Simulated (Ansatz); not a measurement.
Cost and result for the atomization energy of CH4SSi, SMILES `C1[SiH2]S1` (7 atoms, 7 bonds).

Z-matrix (Å, degrees):
```
C
S 1 1.862
Si 1 1.839 2 68.6
H 1 1.086 2 113.2 3 -114.5
H 1 1.086 2 113.2 3 114.5
H 3 1.479 1 119.3 2 106.8
H 3 1.479 1 119.3 2 -106.8
```

Total charge 0; spin multiplicity 1. Geometry: relaxed with PBE0-D4/def2-TZVP. Program: Ansatz. All runs use 2 threads of an AMD EPYC 7R43 on a shared host. Times are those of one run each, without the atoms' runs, and a repeat can differ threefold. Electronic energies, without spin–orbit coupling; frozen cores. CCSD(T)/CBS adds CCSD(T) − MP2 in def2-TZVPP to the MP2 limit, and its time is that of the two runs behind it. T1 = 0.012. HSE06 is the plane-wave form, built on full-range PBE exchange.

CCSD(T)/CBS is a level of theory with its own doubt, some kJ/mol a heavy atom from the limit and from the frozen cores, so smaller differences don't rank the functionals.

```csv
level,functions,wall time,atomization (kJ/mol),difference from CCSD(T)/CBS,per bond
BLYP-D4/def2-TZVPP,171,2 s,2305.5,-27.3,-3.9
CCSD(T)/def2-SVP,70,2.3 s,2159.6,-173.2,-24.7
revPBE-D4/def2-TZVPP,171,2.4 s,2316.4,-16.4,-2.3
PBE0-D4/def2-TZVPP,171,2.8 s,2335.6,2.8,0.4
CAM-B3LYP-D4/def2-TZVPP,171,3.8 s,2321.8,-11.0,-1.6
r2SCAN-D4/def2-TZVPP (with forces),171,4.2 s,2345.1,12.3,1.7
r2SCANh-D4/def2-TZVPP,171,4.6 s,2333.3,0.5,0.1
HSE06-D4/def2-TZVPP,171,4.8 s,2337.2,4.4,0.6
B2PLYP/def2-TZVPP,171,7 s,2295.8,-37.0,-5.3
ωB97M-V/def2-TZVPP (with forces),171,13 s,2345.0,12.2,1.7
MP2/def2-QZVPP,317,20 s,2330.2,-2.6,-0.4
CCSD(T)/def2-TZVPP,171,29 s,2263.5,-69.3,-9.9
CCSD(T)/CBS(def2),–,49 s,2332.8,0.0,0.0
```

At CCSD(T), def2-SVP lies −173.2 kJ/mol from the extrapolated value and def2-TZVPP −69.3 kJ/mol: correlation converges slowly with the basis, and small sets miss more of it in the bonded molecule than in its fragments. The D4 term adds +23.0 kJ/mol with B3LYP and +11.6 kJ/mol with PBE0; it sums over pairs of atoms, weighted by their polarisabilities, and B3LYP, whose exchange is more repulsive, gets the larger term. In def2-TZVPP, CCSD(T) changes the Hartree–Fock value by +571.2 kJ/mol (the triples alone add +37.7 kJ/mol) and MP2 by +596.9 kJ/mol; breaking electron pairs costs correlation energy, which Hartree–Fock lacks.

B3LYP here is the variant with VWN-RPA as its local correlation; programs differ in this.
